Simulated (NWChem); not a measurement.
Everything below was run with NWChem. System: CN (-1), charge -1, spin multiplicity 1, at a geometry optimised with PBE/def2-SVP. The structure started from a generated list of species. Level: B3LYP/def2-TZVPD, VWN1-RPA local correlation.

Output (cleaned and shortened):

```
             Northwest Computational Chemistry Package (NWChem) 7.3.0
             --------------------------------------------------------

                                NWChem Input Module
                                -------------------

 Scaling coordinates for geometry "geometry" by  1.889725989
 (inverse scale =  0.529177249)

 Turning off AUTOSYM since
 SYMMETRY directive was detected!

                             Geometry "geometry" -> ""
                             -------------------------

 Output coordinates in angstroms (scale by  1.889725989 to convert to a.u.)

  No.       Tag          Charge          X              Y              Z
 ---- ---------------- ---------- -------------- -------------- --------------
    1 C                    6.0000     0.00000000     0.00000000     0.64128700
    2 N                    7.0000     0.00000000     0.00000000    -0.54967400

 Effective nuclear repulsion energy (a.u.)      18.6617735241

            Nuclear Dipole moment (a.u.)
            ----------------------------
        X                 Y               Z
 ---------------- ---------------- ----------------
     0.0000000000     0.0000000000     0.0000075589

      Symmetry information
      --------------------

 Group name             C2v
 Group number             16
 Group order               4
 No. of unique centers     2

      Symmetry unique atoms

     1    2


 Summary of "ao basis" -> "" (spherical)
 ------------------------------------------------------------------------------
       Tag                 Description            Shells   Functions and Types
 ---------------- ------------------------------  ------  ---------------------
 *                         def2-tzvpd                 on all atoms

                                 NWChem DFT Module
                                 -----------------

 Summary of "ao basis" -> "ao basis" (spherical)
 ------------------------------------------------------------------------------
       Tag                 Description            Shells   Functions and Types
 ---------------- ------------------------------  ------  ---------------------
 C                         def2-tzvpd               13       37   6s3p3d1f
 N                         def2-tzvpd               13       37   6s3p3d1f

 Summary of "ao basis" -> "ao basis" (spherical)
 ------------------------------------------------------------------------------
       Tag                 Description            Shells   Functions and Types
 ---------------- ------------------------------  ------  ---------------------
 C                         def2-tzvpd               13       37   6s3p3d1f
 N                         def2-tzvpd               13       37   6s3p3d1f

      Symmetry analysis of basis
      --------------------------

        a1         34
        a2          8
        b1         16
        b2         16

            General Information
            -------------------
          SCF calculation type: DFT
          Wavefunction type:  closed shell.
          No. of atoms     :     2
          No. of electrons :    14
           Alpha electrons :     7
            Beta electrons :     7
          Charge           :    -1
          Spin multiplicity:     1
          Use of symmetry is: on ; symmetry adaption is: on
          Maximum number of iterations: 100
          AO basis - number of functions:    74
                     number of shells:    26
          Convergence on energy requested:  1.00D-06
          Convergence on density requested:  1.00D-05
          Convergence on gradient requested:  5.00D-04

              XC Information
              --------------
                         B3LYP Method XC Potential
                     Hartree-Fock (Exact) Exchange  0.200
                        Slater Exchange Functional  0.800 local
                    Becke 1988 Exchange Functional  0.720 non-local
              Lee-Yang-Parr Correlation Functional  0.810
                  VWN I RPA Correlation Functional  0.190 local

             Grid Information
             ----------------
          Grid used for XC integration:  medium
          Radial quadrature: Mura-Knowles
          Angular quadrature: Lebedev.
[...]
 ---------------- ----- ----------------- --------- --------- ---------  ------
 d= 0,ls=0.0,diis     1    -92.4913147401 -1.11D+02  6.31D+00  2.95D+00     0.3

 !! scf_movecs_sym_adapt:   32 vectors were symmetry contaminated

  Symmetry fudging

 !! scf_movecs_sym_adapt:   32 vectors were symmetry contaminated

 d= 0,ls=0.0,diis     2    -92.5312447626 -3.99D-02  2.12D-02  3.37D+00     0.4

 !! scf_movecs_sym_adapt:   32 vectors were symmetry contaminated

  Symmetry fudging

 !! scf_movecs_sym_adapt:   32 vectors were symmetry contaminated

 d= 0,ls=0.0,diis     3    -92.8201566223 -2.89D-01  1.30D-02  6.75D-01     0.4

 !! scf_movecs_sym_adapt:   32 vectors were symmetry contaminated

  Symmetry fudging

 !! scf_movecs_sym_adapt:   32 vectors were symmetry contaminated

 d= 0,ls=0.0,diis     4    -92.8812022350 -6.10D-02  7.27D-03  1.25D-01     0.4

 !! scf_movecs_sym_adapt:   32 vectors were symmetry contaminated

  Symmetry fudging

 !! scf_movecs_sym_adapt:   32 vectors were symmetry contaminated

 d= 0,ls=0.0,diis     5    -92.8954936078 -1.43D-02  1.28D-03  7.05D-04     0.5

 !! scf_movecs_sym_adapt:   32 vectors were symmetry contaminated

  Symmetry fudging

 !! scf_movecs_sym_adapt:   32 vectors were symmetry contaminated

  Resetting Diis
 d= 0,ls=0.0,diis     6    -92.8955796546 -8.60D-05  9.17D-05  2.09D-06     0.5

 !! scf_movecs_sym_adapt:   32 vectors were symmetry contaminated

  Symmetry fudging

 !! scf_movecs_sym_adapt:   32 vectors were symmetry contaminated

 d= 0,ls=0.0,diis     7    -92.8955798774 -2.23D-07  1.40D-05  6.92D-08     0.5

 !! scf_movecs_sym_adapt:   32 vectors were symmetry contaminated

  Symmetry fudging

 !! scf_movecs_sym_adapt:   32 vectors were symmetry contaminated

 d= 0,ls=0.0,diis     8    -92.8955798791 -1.71D-09  5.54D-06  6.16D-08     0.5

         Total DFT energy =      -92.895579879134
      One electron energy =     -166.041182924953
           Coulomb energy =       66.903495508858
    Exchange-Corr. energy =      -12.419665987098
 Nuclear repulsion energy =       18.661773524059

 Numeric. integr. density =       14.000000985165

     Total iterative time =      0.4s

                  Occupations of the irreducible representations
                  ----------------------------------------------

                     irrep           alpha         beta
                     --------     --------     --------
                     a1                5.0          5.0
                     a2                0.0          0.0
                     b1                1.0          1.0
                     b2                1.0          1.0

                       DFT Final Molecular Orbital Analysis
                       ------------------------------------

 Vector    5  Occ=2.000000D+00  E=-7.024994D-02  Symmetry=b2
              MO Center=  9.7D-31, -1.5D-15, -9.2D-02, r^2= 1.2D+00
   Bfn.  Coefficient  Atom+Function         Bfn.  Coefficient  Atom+Function
  ----- ------------  ---------------      ----- ------------  ---------------
    45      0.337658  2 N  py                48      0.279640  2 N  py
     8      0.266919  1 C  py                14      0.208888  1 C  py
    11      0.201992  1 C  py                51      0.135443  2 N  py
    27     -0.031864  1 C  d -1              64     -0.029873  2 N  d -1
    22     -0.028420  1 C  d -1

 Vector    6  Occ=2.000000D+00  E=-7.024994D-02  Symmetry=b1
              MO Center=  1.4D-15,  2.8D-32, -9.2D-02, r^2= 1.2D+00
   Bfn.  Coefficient  Atom+Function         Bfn.  Coefficient  Atom+Function
  ----- ------------  ---------------      ----- ------------  ---------------
    44      0.337658  2 N  px                47      0.279640  2 N  px
     7      0.266919  1 C  px                13      0.208888  1 C  px
    10      0.201992  1 C  px                50      0.135443  2 N  px
    29      0.031864  1 C  d  1              66      0.029873  2 N  d  1
    24      0.028420  1 C  d  1

 Vector    7  Occ=2.000000D+00  E=-4.332104D-02  Symmetry=a1
              MO Center=  6.0D-16,  1.1D-15,  5.7D-01, r^2= 1.8D+00
   Bfn.  Coefficient  Atom+Function         Bfn.  Coefficient  Atom+Function
  ----- ------------  ---------------      ----- ------------  ---------------
     9      0.339151  1 C  pz                12      0.321419  1 C  pz
    46     -0.274529  2 N  pz                42      0.226257  2 N  s
     6      0.224403  1 C  s                 15      0.202942  1 C  pz
    41      0.142665  2 N  s                 49     -0.134551  2 N  pz
    43      0.132093  2 N  s                  3      0.126492  1 C  s

 Vector    8  Occ=0.000000D+00  E= 2.080223D-01  Symmetry=a1
              MO Center=  3.0D-16, -1.8D-16,  1.4D+00, r^2= 8.7D+00
   Bfn.  Coefficient  Atom+Function         Bfn.  Coefficient  Atom+Function
  ----- ------------  ---------------      ----- ------------  ---------------
     6      3.553875  1 C  s                  5     -3.181609  1 C  s
    42      0.979804  2 N  s                 43     -0.892569  2 N  s
    52      0.821063  2 N  pz                 4     -0.470187  1 C  s
    12      0.356053  1 C  pz                65      0.282385  2 N  d  0
    15     -0.247000  1 C  pz                49      0.205967  2 N  pz

 Vector    9  Occ=0.000000D+00  E= 2.496904D-01  Symmetry=a1
              MO Center= -6.1D-31,  3.7D-33, -9.2D-01, r^2= 8.7D+00
   Bfn.  Coefficient  Atom+Function         Bfn.  Coefficient  Atom+Function
  ----- ------------  ---------------      ----- ------------  ---------------
     5      7.284679  1 C  s                 43     -6.508083  2 N  s
    42     -5.005574  2 N  s                 15     -4.342418  1 C  pz
    52     -2.616766  2 N  pz                 6      2.294288  1 C  s
    28      1.178742  1 C  d  0               4      1.033727  1 C  s
    12     -0.560406  1 C  pz                49     -0.221691  2 N  pz

 Vector   10  Occ=0.000000D+00  E= 2.726988D-01  Symmetry=b1
              MO Center= -1.3D-15, -4.6D-31,  5.3D-01, r^2= 2.9D+00
   Bfn.  Coefficient  Atom+Function         Bfn.  Coefficient  Atom+Function
  ----- ------------  ---------------      ----- ------------  ---------------
    13      0.459650  1 C  px                29     -0.372605  1 C  d  1
     7      0.275381  1 C  px                44     -0.263545  2 N  px
    47     -0.257562  2 N  px                10      0.181857  1 C  px
    50     -0.167557  2 N  px                66     -0.114524  2 N  d  1

 center of mass
 --------------
 x =   0.00000000 y =   0.00000000 z =  -0.00012205

 moments of inertia (a.u.)
 ------------------
          32.732006771476           0.000000000000           0.000000000000
           0.000000000000          32.732006771476           0.000000000000
           0.000000000000           0.000000000000           0.000000000000

     Multipole analysis of the density
     ---------------------------------

     L   x y z        total         alpha         beta         nuclear
     -   - - -        -----         -----         ----         -------
     0   0 0 0     -1.000000     -7.000000     -7.000000     13.000000

     1   1 0 0     -0.000000     -0.000000     -0.000000      0.000000
     1   0 1 0     -0.000000     -0.000000     -0.000000      0.000000
     1   0 0 1     -0.235162     -0.117585     -0.117585      0.000008

     2   2 0 0    -11.146418     -5.573209     -5.573209      0.000000
     2   1 1 0      0.000000      0.000000      0.000000      0.000000
     2   1 0 1     -0.000000     -0.000000     -0.000000      0.000000
     2   0 2 0    -11.146418     -5.573209     -5.573209      0.000000
     2   0 1 1     -0.000000     -0.000000     -0.000000      0.000000
     2   0 0 2    -14.840985    -15.602666    -15.602666     16.364347

 Task  times  cpu:        0.5s     wall:        0.5s

 Total times  cpu:        0.6s     wall:        0.6s
```

**Question.** Write an NWChem input that would produce this output.

**Answer.** This is not unique; one that fits is 
```
start mol
memory heap 200 mb stack 900 mb global 1100 mb
charge -1
geometry units angstroms nocenter noautoz
  C      0.000000     0.000000     0.641287
  N      0.000000     0.000000    -0.549674
  symmetry group C2v
end
basis spherical
  * library def2-tzvpd
end
dft
  xc b3lyp
  semidirect memsize 60000000 filesize 0
  iterations 100
end
task dft energy
```
